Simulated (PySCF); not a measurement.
Give a PBE0-D3(BJ)/def2-SVP geometry of `[C@H]12C[C@@H](C2)CC1`.

```xyz
16
C6H10 angstrom
C     -1.1885    0.0024   -0.6783
C     -1.0524   -0.1424    0.8629
C      0.4743   -0.0705    0.9804
C      0.9285   -0.9911   -0.1750
C      0.2958    0.1196   -1.0436
C      0.8151    1.1007    0.0314
H     -1.6640   -0.8720   -1.1488
H     -1.7619    0.8940   -0.9754
H     -1.5511    0.6694    1.4147
H     -1.4533   -1.0964    1.2390
H      0.9064   -0.1471    1.9883
H      2.0230   -1.0345   -0.2757
H      0.5013   -2.0062   -0.2329
H      0.5452    0.2377   -2.1078
H      0.2839    2.0574    0.1682
H      1.8978    1.2786   -0.0474
```

Orientation and origin are arbitrary. Atoms count from 1 in this order. Of the pairs four or more bonds apart, H12···H16 is among the closest relative to their van der Waals radii: 2.33 Å, 97 % of the sum of Bondi's values. The 5-membered ring C1–C2–C3–C6–C5 has internal angles of 82.6° to 102.0° (sum 485°, against 540° for a flat polygon); it is puckered, 0.32 Å rms from its mean plane, widest ring torsion 66°. The 5-membered ring C1–C2–C3–C4–C5 has internal angles of 82.6° to 102.0° (sum 485°, against 540° for a flat polygon); it is puckered, 0.32 Å rms from its mean plane, widest ring torsion 66°. The 4-membered ring C3–C4–C5–C6 has internal angles of 82.6° to 85.9°; it is puckered, 0.24 Å rms from its mean plane, widest ring torsion 35°.

Bonds between heavy atoms (Å): C1–C2 1.554, C2–C3 1.533, C3–C4 1.546, C4–C5 1.546, C5–C6 1.545, C1–C5 1.533, C3–C6 1.545.

Method used: PBE0-D3(BJ)/def2-SVP geometry optimisation, gas phase (PySCF).

Point group: C2v (every atom within 0.08 Å of its image). Stationary, but not proved a minimum.
